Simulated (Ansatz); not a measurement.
Dimethylamine (`CNC`). Total charge 0; spin multiplicity 1. Geometry: relaxed with PBE0-D4/def2-TZVP.

```xyz
10

C    -0.760   -0.344    0.875
N     0.542    0.112    0.445
C     0.669    0.167   -0.993
H    -0.825   -0.314    1.964
H    -0.902   -1.384    0.564
H    -1.600    0.240    0.461
H     0.734    1.022    0.842
H     0.603   -0.845   -1.403
H     1.646    0.571   -1.266
H    -0.108    0.775   -1.489
```

(1) What is the dipole moment at PBE/def2-TZVPP? (Estimate.)

(2) And with r2SCAN, B3LYP, ωB97M-V? (Estimate.)

(3) Give the Mulliken charges with PBE, r2SCAN, B3LYP in def2-TZVPP. (Estimate.)

## Answers

(1) Ansatz gave: 0.88 D, with components (-0.44, 0.74, -0.13) D in this frame, pointing from negative to positive charge.

(2) Ansatz gave: r2SCAN 0.90 D, B3LYP 0.93 D, ωB97M-V 0.96 D.

(3) Computed: 
| atom | PBE | r2SCAN | B3LYP |
| --- | --- | --- | --- |
| C1 | -0.18 | -0.03 | -0.17 |
| N2 | -0.24 | -0.29 | -0.27 |
| C3 | -0.18 | -0.03 | -0.17 |
| H4 | 0.09 | 0.05 | 0.09 |
| H5 | 0.08 | 0.04 | 0.09 |
| H6 | 0.06 | 0.03 | 0.07 |
| H7 | 0.13 | 0.12 | 0.12 |
| H8 | 0.08 | 0.04 | 0.09 |
| H9 | 0.09 | 0.05 | 0.09 |
| H10 | 0.06 | 0.03 | 0.07 |

B3LYP here is the variant with VWN-RPA as its local correlation; programs differ in this.
